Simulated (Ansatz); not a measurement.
We consider fcc Ni, described by r²SCAN-D4 in Ansatz (PAW).

Run with plane-wave cutoff 560 eV, 26×26×26 k mesh, Fermi–Dirac smearing 0.05 eV, spin-polarised with parallel moments, scalar-relativistic PAW data made under PBE.

Computed at the level's own relaxed cell.

### Question
Give the computed pressure derivative B′ of the bulk modulus, magnetic moment per atom (the cell's total over its atoms) and bulk modulus B0.

### Answer

- pressure derivative B′ of the bulk modulus = 5.1
- magnetic moment per atom (the cell's total over its atoms) = 0.73 μB
- bulk modulus B0 = 225 GPa

The run finds no gap.

Measured, for comparison: bulk modulus 192 GPa (0 K value with the zero-point phonon effect removed, our sources range from 186 to 195; as tabulated in Mejia-Rodriguez and Trickey (2018), arXiv:1807.09216). Computed (rounded) less measured: bulk modulus +17 % (+15 % to +21 % over the range).

Moments are spin moments.

The computed numbers hold no vibrational or temperature effects.

Ansatz is a first-principles code.
